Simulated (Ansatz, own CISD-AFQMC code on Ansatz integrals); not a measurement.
C3H6, SMILES `C=CC` (charge 0, multiplicity 1).

Cartesian coordinates (Å):
```xyz
9

C      1.3834    -0.0293     0.0648
C      0.1446     0.1285     0.5090
C     -1.0872    -0.0450    -0.3106
H      1.5827    -0.3060    -0.9664
H      2.2417     0.1113     0.7114
H     -0.0070     0.4063     1.5505
H     -1.6774     0.8767    -0.3322
H     -0.8467    -0.3223    -1.3387
H     -1.7342    -0.8202     0.1122
```
Charge 0, spin multiplicity 1.

Frozen-core energies in cc-pVDZ from Ansatz (a first-principles code) at a geometry from PBE0-D3(BJ)/def2-TZVP; the HF reference has <S^2> = 0.00 and the T1 diagnostic is 0.009.

```tsv
level	energy (Ha)
HF	-117.08234
MP2	-117.49929
CCSD	-117.54162
```

Task: Estimate the energies of CCSD(T), CCSDT, phaseless AFQMC, CISD trial (own CISD-AFQMC code on Ansatz integrals; ±0.39 mHa) and CCSDT(Q), and give each level's difference from CCSDT(Q).

Result: 
| level | energy (Ha) | difference from CCSDT(Q) (mHa) |
|---|---|---|
| MP2 | -117.49929 | 58.60 |
| CCSD | -117.54162 | 16.27 |
| CCSD(T) | -117.55618 | 1.72 |
| CCSDT | -117.55698 | 0.91 |
| phaseless AFQMC, CISD trial (own CISD-AFQMC code on Ansatz integrals; ±0.39 mHa) | -117.55764 | 0.26 |
| CCSDT(Q) | -117.55789 | 0.00 |
